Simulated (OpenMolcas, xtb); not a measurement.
P2H4: methods side by side

P2H4 has 6 atoms, charge 0, and is taken as a singlet. Geometry: relaxed at GFN2-xTB.

```xyz
6

P    -0.2831   -0.1749   -1.0253
P     0.2836    0.1730    1.0229
H    -1.6380    0.0643   -0.7862
H    -0.4417   -1.5496   -0.8459
H     1.6393   -0.0621    0.7896
H     0.4401    1.5493    0.8448
```

Quantity: the vertical energy of the triplet above the singlet, in eV. The values are calculated.

| level | kind | program | value (eV) | less FCI/STO-3G | CPU time (all runs) |
| --- | --- | --- | --- | --- | --- |
| GFN0-xTB | semi-empirical | xtb | 4.11 | -3.06 | under 2 s |
| HF/STO-3G | Hartree–Fock | OpenMolcas | 6.81 | -0.36 | 3.4 s |
| HF/STO-3G, open shells restricted | Hartree–Fock | OpenMolcas | 6.88 | -0.29 | 4 s |
| SVWN5/STO-3G | LDA | OpenMolcas | 6.76 | -0.41 | 9.5 s |
| PBE/STO-3G | GGA | OpenMolcas | 6.71 | -0.46 | 12 s |
| r2SCAN/STO-3G | meta-GGA | OpenMolcas | 6.82 | -0.35 | 17 s |
| B3LYP/STO-3G | global hybrid | OpenMolcas | 6.81 | -0.36 | 13 s |
| MRCI(2,2)/STO-3G | multireference | OpenMolcas | 7.21 | +0.04 | 3.6 s |
| FCI/STO-3G, open shells restricted | exact in the basis | OpenMolcas | 7.17 | 0.00 | 1.7 min |

FCI/STO-3G, open shells restricted is exact within its basis and frozen core, so for wave-function methods in that basis the difference is their error; functionals converge differently with the basis, so for them it is only a difference. The values span 4.11 to 7.21 eV. The xTB rows lack spin polarisation, so open shells miss the exchange term that lowers them. All rows use very small basis sets, so even the best lies far from the true value. Times are those of the runs behind each value, whatever else they computed, on shared processors of several kinds: orders of magnitude only.
